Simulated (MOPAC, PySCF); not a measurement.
C3H9N, SMILES `CN(C)C`, neutral singlet in the gas phase. 

Cartesian coordinates (Å):
```xyz
13

C     -0.6804     1.1374    -0.4185
N      0.0067     0.1742     0.4170
C     -0.7073    -1.0827     0.5092
C      1.3896    -0.0060     0.0259
H     -0.1466     2.1099    -0.4007
H     -0.7653     0.8194    -1.4951
H     -1.7097     1.3074    -0.0405
H     -0.1936    -1.7642     1.2182
H     -0.7946    -1.6235    -0.4743
H     -1.7366    -0.9120     0.8866
H      1.5124    -0.4390    -1.0060
H      1.9227     0.9669     0.0432
H      1.9028    -0.6878     0.7351
```
Charge 0, multiplicity 1.

All levels are single points at this geometry (PBE-D3(BJ)/def2-SVP); Pople sets use spherical d functions. Orbital energies aren't observables, and empty levels follow the basis.

HF/6-31G* in PySCF gives HOMO (eV) = -9.44.

Problem. Estimate the HOMO (eV) from each of these levels: PBE-D3(BJ)/def2-TZVP in PySCF; B3LYP/3-21G in PySCF; B3LYP/6-31G* in PySCF; BP86/6-31G* in PySCF; PBE/6-31G* in PySCF; HF/STO-3G in PySCF; PM3 in MOPAC; PM7 in MOPAC.

Solution. 
```json
[
 {"level": "PBE-D3(BJ)/def2-TZVP in PySCF", "HOMO (eV)": "-4.78"},
 {"level": "B3LYP/3-21G in PySCF", "HOMO (eV)": "-5.28"},
 {"level": "B3LYP/6-31G* in PySCF", "HOMO (eV)": "-5.62"},
 {"level": "BP86/6-31G* in PySCF", "HOMO (eV)": "-4.55"},
 {"level": "PBE/6-31G* in PySCF", "HOMO (eV)": "-4.43"},
 {"level": "HF/STO-3G in PySCF", "HOMO (eV)": "-7.66"},
 {"level": "PM3 in MOPAC", "HOMO (eV)": "-8.99"},
 {"level": "PM7 in MOPAC", "HOMO (eV)": "-8.46"}
]
```
